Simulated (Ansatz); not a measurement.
Candidates: zinc-blende CuI, zinc-blende AlN (metastable phase), cubic BN, 3C-SiC, zinc-blende CdS (metastable phase), zinc-blende CdTe. Level: r²SCAN (Ansatz, a first-principles code, PAW).

Ansatz's runs of these crystals have no spin polarisation.

Spin–orbit coupling is left out, also for the solids with elements from indium on (zinc-blende CuI, zinc-blende CdTe); its size isn't shown.

Each level is taken at its own relaxed cell. Ansatz's density-functional and Hartree–Fock values are scalar-relativistic unless marked +SOC, with PAW data made under PBE.

Which of them have a computed LO(Γ) frequency between 600 and 1100 cm⁻¹?

zinc-blende AlN (metastable phase), 3C-SiC. The values: zinc-blende CuI 144 cm⁻¹; zinc-blende AlN (metastable phase) 911 cm⁻¹; cubic BN 1302 cm⁻¹; 3C-SiC 979 cm⁻¹; zinc-blende CdS (metastable phase) 293 cm⁻¹; zinc-blende CdTe 162 cm⁻¹.
